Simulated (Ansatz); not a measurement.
Born–Oppenheimer molecular dynamics of AlClH₂ (4 atoms, charge 0, multiplicity 1). It starts from a relaxed structure.

Theory: RKS B3LYP-D4/cc-pVDZ (Ansatz).

| Item | Value |
| --- | --- |
| ensemble | NVE (velocity Verlet) |
| time step | 0.5 fs |
| steps asked | 100 |
| starting velocities drawn for | 2000 K |
| masses | H 2.014 u |
| seed | 56814 |

Frames 0.5 fs apart, positions in Å.

Velocities at 0.0 fs (Å/ps):

```
Al -3.31 8.00 -3.82
H -11.37 -40.16 9.09
H 6.18 -40.16 0.84
Cl 2.81 -1.53 2.35
```

```xyz
4
Properties=species:S:1:pos:R:3 time_fs=0.0 energy_less_start_eV=0.000 T=2000
Al 0.009 0.000 0.005
H -0.076 0.000 1.581
H 1.331 0.000 -0.856
Cl -1.845 0.000 -1.065
4
Properties=species:S:1:pos:R:3 time_fs=0.5 energy_less_start_eV=0.001 T=1995
Al 0.007 0.004 0.003
H -0.081 -0.020 1.586
H 1.335 -0.020 -0.856
Cl -1.843 -0.001 -1.064
4
Properties=species:S:1:pos:R:3 time_fs=1.0 energy_less_start_eV=0.005 T=1980
Al 0.005 0.008 0.001
H -0.087 -0.040 1.590
H 1.338 -0.040 -0.855
Cl -1.842 -0.002 -1.063
4
Properties=species:S:1:pos:R:3 time_fs=1.5 energy_less_start_eV=0.012 T=1955
Al 0.004 0.012 -0.001
H -0.093 -0.060 1.594
H 1.341 -0.060 -0.855
Cl -1.841 -0.002 -1.062
4
Properties=species:S:1:pos:R:3 time_fs=2.0 energy_less_start_eV=0.021 T=1921
Al 0.002 0.016 -0.003
H -0.098 -0.080 1.598
H 1.343 -0.080 -0.854
Cl -1.839 -0.003 -1.060
4
Properties=species:S:1:pos:R:3 time_fs=2.5 energy_less_start_eV=0.032 T=1877
Al 0.001 0.020 -0.004
H -0.104 -0.100 1.602
H 1.346 -0.100 -0.854
Cl -1.838 -0.004 -1.059
4
Properties=species:S:1:pos:R:3 time_fs=3.0 energy_less_start_eV=0.045 T=1824
Al -0.001 0.024 -0.006
H -0.109 -0.119 1.605
H 1.349 -0.119 -0.853
Cl -1.836 -0.004 -1.058
4
Properties=species:S:1:pos:R:3 time_fs=3.5 energy_less_start_eV=0.061 T=1765
Al -0.003 0.028 -0.008
H -0.115 -0.138 1.607
H 1.351 -0.138 -0.852
Cl -1.835 -0.005 -1.057
4
Properties=species:S:1:pos:R:3 time_fs=4.0 energy_less_start_eV=0.078 T=1699
Al -0.004 0.031 -0.009
H -0.120 -0.157 1.609
H 1.353 -0.157 -0.851
Cl -1.834 -0.006 -1.056
4
Properties=species:S:1:pos:R:3 time_fs=4.5 energy_less_start_eV=0.096 T=1627
Al -0.005 0.035 -0.011
H -0.125 -0.176 1.610
H 1.354 -0.176 -0.850
Cl -1.833 -0.007 -1.055
4
Properties=species:S:1:pos:R:3 time_fs=5.0 energy_less_start_eV=0.116 T=1552
Al -0.007 0.039 -0.013
H -0.130 -0.194 1.610
H 1.355 -0.195 -0.848
Cl -1.831 -0.007 -1.054
4
Properties=species:S:1:pos:R:3 time_fs=5.5 energy_less_start_eV=0.136 T=1475
Al -0.008 0.042 -0.014
H -0.135 -0.212 1.610
H 1.356 -0.212 -0.846
Cl -1.830 -0.008 -1.053
```

Of the whole run (50 fs, mean temperature of the second half 1337 K): The conserved energy stayed within 0.085 meV per atom of its start (net change 0.05 meV per atom), so the integration is sound. A run of 0.05 ps of so small a system gives no equilibrium averages.

Run time: 54 s on 1 thread of Intel(R) Xeon(R) 6975P-C (Granite Rapids) (shared host), peak memory 0.1 GiB.
